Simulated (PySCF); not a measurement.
**Electrostatic potential from atomic charges**

Species: `Fc1cpco1`. Coordinates (PBE0-D3(BJ)/def2-SVP, Å) and charges (e) from the PBE0/pcSseg-1 density (PySCF):

```csv
atom,x,y,z,Mulliken,IAO,Hirshfeld,ESP-fitted
F1,-1.108,1.658,1.782,-0.2219,-0.2267,-0.0561,-0.1447
C2,-0.483,0.676,1.189,+0.5638,+0.4647,+0.1508,+0.3522
C3,-0.789,-0.641,1.139,-0.5405,-0.4809,-0.1653,-0.2790
P4,0.444,-1.495,0.175,+0.3996,+0.3285,+0.0632,-0.0448
C5,1.218,0.009,-0.043,-0.1705,-0.2344,-0.0500,-0.1405
O6,0.614,1.063,0.549,-0.3291,-0.2166,-0.0602,-0.1219
H7,-1.662,-1.072,1.626,+0.1509,+0.1833,+0.0568,+0.1848
H8,2.126,0.275,-0.582,+0.1478,+0.1821,+0.0608,+0.1939
```

Points outside the species (Å): A (-3.5, 3.4, 5.9); B (-4.2, 2.3, -1.3); C (3.0, 3.1, -4.9).

Question: Find the potential V = 14.3996 V·Å × Σ q/r of each set of charges at these points.

Answer: In volts:

```
point  nearest atom  distance (Å)  Mulliken     IAO  Hirshfeld  ESP-fitted
    A            F1          5.07    -0.181  -0.176     -0.038      -0.033
    B            F1          4.41    -0.166  -0.163     -0.037      -0.027
    C            H8          5.23     0.000  +0.016     +0.021      +0.048
```

Question: How far are the other sets from the ESP-fitted one at these points?

Answer: Root-mean-square difference: Hirshfeld 0.017 V, IAO 0.115 V, Mulliken 0.121 V. The ESP scheme is a least-squares fit of atom-centred charges to the potential on four shells outside the van der Waals surface, with the total charge fixed.

Question: What energy would a point charge of -1 e have at C in the field of the ESP charges, leaving out polarisation?

Answer: -0.048 eV = -4.6 kJ/mol, an attraction.

Geometry: PBE0-D3(BJ)/def2-SVP; no solvent, vibrations or thermal averaging.

The run behind these numbers computed NMR shieldings as well. Hardware: one thread, AMD EPYC 7R43 (x86_64), no GPU, on a shared host. Cost: 7.3 s wall, 0.58 GiB resident at most.
